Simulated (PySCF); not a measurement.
# Stretching F₂

Set-up: PySCF, no relativity, basis sets F def2-SVPD. Energies in eV from F + F in their ground configurations at the same level. State: singlet, closed shell.

Curves on a restricted Hartree–Fock reference rise too fast on stretching and do not dissociate correctly.

```csv
R (Å),M06-2X,LDA,RHF-MP2
1.186,-0.265,-2.112,-0.029
1.241,-0.871,-2.739,-0.726
1.296,-1.194,-3.094,-1.146
1.338,-1.298,-3.227,-1.326
1.379,-1.311,-3.272,-1.419
1.420,-1.251,-3.250,-1.445
1.476,-1.089,-3.140,-1.401
1.544,-0.792,-2.916,-1.261
1.627,-0.356,-2.574,-1.024
1.738,0.282,-2.066,-0.666
```

Problem. Put a parabola through the three lowest points of the M06-2X curve and estimate Re, k and ωe (reduced mass 9.499 u; 1 eV/Å² = 0.16022 mdyn/Å; ωe = 1302.8·√(k/μ) cm⁻¹).

Solution. Through R = 1.338, 1.379, 1.42 Å the second-order coefficient is 21.7 eV/Å², so Re ≈ 1.366 Å, k ≈ 6.96 mdyn/Å and ωe ≈ 1115 cm⁻¹. A polynomial fit of higher order to the unrounded M06-2X energies gives Re = 1.364 Å, k = 7.27 mdyn/Å, ωe = 1140 cm⁻¹; anharmonicity and rounding make the difference.

The higher-order fit for each curve: M06-2X: Re = 1.364 Å, ωe = 1140 cm⁻¹, De = 1.32 eV; LDA: Re = 1.384 Å, ωe = 1048 cm⁻¹, De = 3.27 eV; RHF-MP2: Re = 1.418 Å, ωe = 933 cm⁻¹, De = 1.44 eV.

Correlated steps freeze 2 core orbitals. Correlated levels converge slowly with the basis: in double zeta they bind strong bonds too weakly, by up to about 1 eV, and carry superposition errors of some tenths. Where the molecule has an RHF reference, its open-shell atoms are computed with UHF.
